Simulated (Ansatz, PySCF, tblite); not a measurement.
Potential energy curve for SMILES C(Cl)=C. The C2–Cl6 bond (C2 also carries C, H; Cl6 carries nothing else) is pulled apart rigidly from the PBE0/def2-TZVP optimised geometry.

Computed with: UCCSD(T) = PySCF with CCSD(T) on UHF/cc-pVDZ, 7 core orbitals frozen; GFN2-xTB, 300 K electronic temperature (tblite); UKS-PBE = unrestricted PBE/cc-pVDZ run with Ansatz (a quantum-chemistry and plane-wave program).

Energies are in eV, each relative to the lowest point of its own curve near equilibrium.

| R / Å | UCCSD(T) | GFN2-xTB | UKS-PBE |
|---|---|---|---|
| 1.28 | 6.756 | 4.992 | 6.363 |
| 1.39 | 3.135 | 2.141 | 2.929 |
| 1.45 | 1.927 | 1.255 | 1.792 |
| 1.54 | 0.793 | 0.466 | 0.731 |
| 1.62 | 0.263 | 0.124 | 0.239 |
| 1.68 | 0.069 | 0.018 | 0.061 |
| 1.72 | 0.012 | 0.000 | 0.010 |
| 1.76 | 0.000 | 0.016 | 0.000 |
| 1.84 | 0.080 | 0.131 | 0.077 |
| 1.87 | 0.137 | 0.196 | 0.131 |
| 1.99 | 0.460 | 0.544 | 0.436 |
| 2.16 | 1.056 | 1.174 | 0.993 |
| 2.30 | 1.611 | 1.727 | 1.476 |
| 2.58 | 2.627 | 2.729 | 2.370 |
| 2.84 | 3.300 | 3.425 | 3.049 |
| 3.07 | 3.616 | 3.849 | 3.482 |
| 3.45 | 3.815 | 4.233 | 3.859 |
| 3.77 | 3.871 | 4.355 | 4.023 |
| 4.24 | 3.902 | 4.410 | 4.150 |
| 4.60 | 3.911 | — | 4.201 |
| 5.10 | 3.917 | — | 4.238 |
| 6.02 | 3.920 | — | 4.260 |

At the longest distance, 6.02 Å, UKS-PBE lies highest above its minimum (4.260 eV) and UCCSD(T) lowest (3.920 eV).

A dash means that the run gave no value there, or that the column was ended at a point which the program doubted or which failed a test of continuity chosen for this set; such a test can also cut sound points.

The unrestricted solution behind UCCSD(T) changes between 2.30 and 2.58 Å, which can leave a kink. The unrestricted determinant behind UCCSD(T) is spin-contaminated at 1.28, 2.16 to 6.02 Å (<S²> up to 1.2, against 0.00 for a pure singlet). The unrestricted determinant behind UKS-PBE is spin-contaminated at 3.07 to 6.02 Å (<S²> up to 0.9, against 0.00 for a pure singlet).
